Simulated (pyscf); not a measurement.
This saddle point was located with ωB97X-D3(BJ)/def2-SVP in PySCF.

```xyz
8

O      1.3813     0.9321     0.1033
Zr     0.0126    -0.3493    -0.1613
F     -0.1234    -0.6755     1.9289
F     -1.3376     0.6459    -1.0461
F      0.8399    -1.5794    -1.3452
H      2.0747     1.5630     0.3008
Cl    -1.7357    -2.2203     0.6116
H     -0.9506    -1.5000     1.6839
```

Surface: singlet, charge 0. Lowest wavenumbers (cm⁻¹): 412i, 30, 129, 140, 169.

Question: Which two sides does it connect, and which bonds change?

Answer: HO–Zr(F)(F)–F + HCl <-> HO–Zr(F)(F)–Cl + HF, a four-centre exchange read from left to right: F–Zr, Cl–H broken and Cl–Zr, F–H formed. At ωB97M-D3(BJ)/def2-TZVP it lies +0.19 eV from the left side and -0.02 eV from the right (each side as separated species at their lowest minima found). On the reactant side the descent ends in an adduct with a Cl–Zr contact, 0.33 eV under the separated species and 0.34 eV under the saddle at ωB97X-D3(BJ)/def2-TZVP. On the product side the descent ends in an adduct with a F–Zr contact (not fully relaxed), 0.42 eV under the separated species and 0.37 eV under the saddle at ωB97X-D3(BJ)/def2-TZVP. At ωB97M-D3(BJ) the saddle lies under the separated products, which points to a path from their complex (located at ωB97X-D3(BJ) alone), and parting the products costs more than the saddle. What is counted as formed (Cl–Zr) is already present as a longer contact in the reactant adduct; forming that adduct is a step of its own. What is counted as broken (F–Zr) persists as a longer contact in the product adduct; parting that adduct is a step of its own. At ωB97X-D3(BJ) the barrier from the zero used here is 0.01 eV. This is the saddle that the search found; another between the same sides may lie lower. Elements past Kr carry the def2 core potentials, without spin-orbit coupling.
